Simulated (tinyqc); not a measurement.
RHF in the sto-3g basis, for H3O+, spin multiplicity 1, step by step (part 3 of 3). Computed by tinyqc, a small Python program that keeps every step (integrals from PySCF). Command: `OMP_NUM_THREADS=1 python tinyqc.py 30958 30959 out.jsonl` (the two numbers bound the seeds that draw the settings). One thread of a shared host (Intel(R) Xeon(R) Processor @ 2.60GHz), about 0.06 s of CPU time with the checks.

Geometry (angstrom):
```
atom          x          y         z
O      0.000000   0.000000  0.136000
H      0.969000   0.000000  0.000000
H     -0.484000   0.839000  0.000000
H     -0.484000  -0.839000  0.000000
```

## Populations, bond orders and dipole

D after iteration 11:
```
            1O 1s      1O 2s     1O 2px     1O 2py     1O 2pz      2H 1s      3H 1s      4H 1s
1O 1s    2.093344  -0.372744   0.000006   0.000000  -0.033305  -0.055713  -0.055750  -0.055750
1O 2s   -0.372744   1.565250   0.000034   0.000000   0.185335   0.162021   0.162062   0.162062
1O 2px   0.000006   0.000034   0.987256   0.000000  -0.000018   0.555470  -0.277630  -0.277630
1O 2py   0.000000   0.000000   0.000000   0.987031   0.000000   0.000000   0.480885  -0.480885
1O 2pz  -0.033305   0.185335  -0.000018   0.000000   1.958905  -0.092767  -0.092821  -0.092821
2H 1s   -0.055713   0.162021   0.555470   0.000000  -0.092767   0.335902  -0.132822  -0.132822
3H 1s   -0.055750   0.162062  -0.277630   0.480885  -0.092821  -0.132822   0.335758  -0.132819
4H 1s   -0.055750   0.162062  -0.277630  -0.480885  -0.092821  -0.132822  -0.132819   0.335758
```

overlap S:
```
           1O 1s     1O 2s     1O 2px     1O 2py     1O 2pz      2H 1s      3H 1s      4H 1s
1O 1s   1.000000  0.236704   0.000000   0.000000   0.000000   0.051314   0.051363   0.051363
1O 2s   0.236704  1.000000   0.000000   0.000000   0.000000   0.460935   0.461194   0.461194
1O 2px  0.000000  0.000000   1.000000   0.000000   0.000000   0.382205  -0.191054  -0.191054
1O 2py  0.000000  0.000000   0.000000   1.000000   0.000000   0.000000   0.331187  -0.331187
1O 2pz  0.000000  0.000000   0.000000   0.000000   1.000000  -0.053643  -0.053685  -0.053685
2H 1s   0.051314  0.460935   0.382205   0.000000  -0.053643   1.000000   0.197794   0.197794
3H 1s   0.051363  0.461194  -0.191054   0.331187  -0.053685   0.197794   1.000000   0.197745
4H 1s   0.051363  0.461194  -0.191054  -0.331187  -0.053685   0.197794   0.197745   1.000000
```

Mulliken: Z minus the diagonal of D S on the atom; Loewdin: the same with S^(1/2) D S^(1/2); Mayer order: 2 sum_s sum (D(s) S)_ij (D(s) S)_ji over the two atoms.

Charges (e):
```
atom   Mulliken    Loewdin
1O    -0.282761  -0.000846
2H     0.427539   0.333642
3H     0.427611   0.333602
4H     0.427611   0.333602
```

Mayer bond orders:
```
pair     order
2-1   0.787466
3-1   0.787379
3-2   0.014873
4-1   0.787379
4-2   0.014873
4-3   0.014897
```

dipole moment about the origin, x y z (debye): 0.001969  0.000000  -0.431511
